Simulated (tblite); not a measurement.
Compound: C4H4Cl2 (charge +1 and doublet state).
SMILES: `ClC/[C]=[C+]/CCl`

Computed with GFN2-xTB (tblite): harmonic, unscaled wavenumbers at the GFN2-xTB geometry, gas phase. Against measured fundamentals such values can be off by several per cent, at times by over 20. Open shells enter through the occupations alone, without spin polarisation, and single modes of such species can be off by tens of per cent.

Harmonic wavenumbers (cm⁻¹): 37.4, 84.2, 131.8, 204.2, 344.7, 433.6, 439.6, 680.9, 714.3, 716.6, 720.9, 823.8, 1010.9, 1011.0, 1135.5, 1144.1, 1247.5, 1282.1, 1291.8, 2273.6, 2854.9, 2856.1, 2878.6, 2882.4.

A = 12866, B = 626.8, C = 602.1 MHz; mass 121.969 u (most abundant isotopes); point group C2h, symmetry number 2; spin multiplicity 2.

**Question.** Zero-point energy?

**Answer.** ½Σν̃ = 13600 cm⁻¹ = 162.69 kJ/mol.

**Question.** What is S at 200 K and 1 bar for an ideal gas of classical rigid rotors and harmonic oscillators?

**Answer.** Translation 160.47, rotation 108.85, vibration 54.03, spin (R ln 2) 5.76: S = 329.1 J/(mol K).

**Question.** And Cp and H(200 K) − H(0)?

**Answer.** Cp = 84.42 J/(mol K), of which vibrations give 51.16 (their classical limit is 24 R = 199.5); H(200 K) − H(0) = 12.15 kJ/mol without the zero-point energy, 5.50 from vibrations.

**Question.** Blend soft modes into free rotors: weight 1/[1 + (100 cm⁻¹/ν̃)⁴] for the oscillator and the rest for a rotor with moment μB/(μ + B), μ = h/(8π²ν), B = 10⁻⁴⁴ kg m². What vibrational entropy results?

**Answer.** 48.31 J/(mol K) in place of 54.03, which changes −T·S at 200 K by +1.15 kJ/mol.

**Question.** What must be added to the electronic energy to get the Gibbs energy at 200 K and 1 bar?

**Answer.** ZPE + [H(200 K) − H(0)] − T·S = 162.69 + 12.15 − 65.82 = 109.02 kJ/mol.

**Question.** Which modes carry the vibrational entropy at 200 K?

**Answer.** 37.4 cm⁻¹: 19.26; 84.2 cm⁻¹: 12.61; 131.8 cm⁻¹: 9.06; 204.2 cm⁻¹: 5.83; 344.7 cm⁻¹: 2.61; 433.6 cm⁻¹: 1.57 J/(mol K); the other 18 give 3.10 together.

**Question.** How do the functions run with temperature in this model?

**Answer.** 
```tsv
T (K)	S (J/(mol K))	Cp (J/(mol K))	H − H(0) (kJ/mol)	G − H(0) (kJ/mol)	ln q(vib)
150	306.6	73.0	8.22	-37.76	2.35
250	349.2	96.1	16.67	-70.64	4.01
298.15	367.1	107.1	21.56	-87.89	4.77
400	401.5	127.6	33.55	-127.06	6.35
600	459.1	156.1	62.14	-213.32	9.28
900	527.7	181.9	113.19	-361.78	13.25
```

q(vib) and H(0) count from the zero-point level.

Hindered rotation and anharmonicity are outside this model.
